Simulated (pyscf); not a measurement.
## Four-centre exchange: `[OH][SiH2][F]` + `[FH]` → `[OH][SiH2][F]` + `[FH]`

Gas phase, singlet surface, charge 0. Bonds broken: Si2–F7, F3–H8. Bonds formed: Si2–F3, F7–H8. PySCF, gas phase, ωB97X-D3(BJ)/def2-SVP geometries. MP2 and CC: frozen core, UHF for open shells. ΔMP2 is the change of the MP2 total energy from the triple- to the quadruple-zeta basis.

Transition state (Å):

```xyz
8

O     -2.3220     0.3454    -0.2575
Si    -0.7281     0.1331     0.1438
F      0.5835    -1.2103    -0.3443
H     -2.4810     0.7414    -1.1223
H     -0.9128    -0.6563     1.3840
H      0.1087     1.3245     0.4036
F     -0.2975     0.1656    -1.7116
H      0.4145    -0.7220    -1.3052
```

One imaginary mode, 508i cm⁻¹; descent along it reached the two sides named, in the forms told below.

| bond | change | reactant side (Å) | saddle | product side |
|---|---|---|---|---|
| Si2–F7 | breaks | 1.652 | 1.905 | 3.1 |
| F3–H8 | breaks | 0.931 | 1.091 | 1.778 |
| Si2–F3 | forms | 3.0 | 1.940 | 1.657 |
| F7–H8 | forms | 1.811 | 1.208 | 0.936 |

Electronic energies relative to the separated reactants (kJ/mol):

| level | barrier | reaction energy | reverse barrier |
|---|---|---|---|
| ωB97X-D3(BJ)/def2-TZVP | 104.0 | 0.0 | 104.0 |
| PBE/def2-TZVP | 82.5 | 0.0 | 82.5 |
| r²SCAN/def2-TZVP | 90.5 | 0.0 | 90.5 |
| B3LYP-D3(BJ)/def2-TZVP | 103.9 | 0.0 | 103.9 |
| PBE0-D3(BJ)/def2-TZVP | 96.7 | 0.0 | 96.7 |
| M06-2X/def2-TZVP | 105.7 | 0.0 | 105.7 |
| ωB97M-D3(BJ)/def2-TZVP | 101.2 | 0.0 | 101.2 |
| HF/def2-TZVP | 177.2 | 0.0 | 177.2 |
| MP2/def2-QZVPP | 112.8 | 0.0 | 112.8 |
| CCSD/def2-TZVPP | 125.0 | 0.0 | 125.0 |
| CCSD(T)/def2-TZVPP | 114.4 | 0.0 | 114.4 |
| CCSD(T)/def2-TZVPP + ΔMP2(QZVPP) | 116.0 | 0.0 | 116.0 |

With CCSD(T)/def2-TZVPP + ΔMP2(QZVPP) energies and thermal terms (ideal gas, 1 atm, RRHO with modes under 100 cm⁻¹ raised to 100, one conformer, R ln 2 for chiral ones without a mode under 150 cm⁻¹), in kJ/mol:

| T (K) | ΔH‡ | ΔG‡ | ΔH | ΔG |
|---|---|---|---|---|
| 298 | 114.7 | 160.5 | 0.0 | 0.0 |
| 600 | 112.2 | 208.1 | 0.0 | 0.0 |
| 900 | 112.3 | 256.1 | 0.0 | 0.0 |
| 1200 | 113.5 | 303.9 | 0.0 | 0.0 |

On the reactant side the descent ends in a complex, 18.2 kJ/mol under the separated species and 122.2 kJ/mol under the saddle at ωB97X-D3(BJ)/def2-TZVP. On the product side the descent ends in a complex, 27.7 kJ/mol under the separated species and 131.6 kJ/mol under the saddle at ωB97X-D3(BJ)/def2-TZVP. The same reactants have a lower exit, to F–SiH₂–F + H₂O (barrier +46.4 kJ/mol at ωB97M-D3(BJ), against +101.2 kJ/mol here). This is the saddle that the search found; another between the same sides may lie lower. The CCSD(T) − MP2 part came from Ansatz, without density fitting, on the same reference.
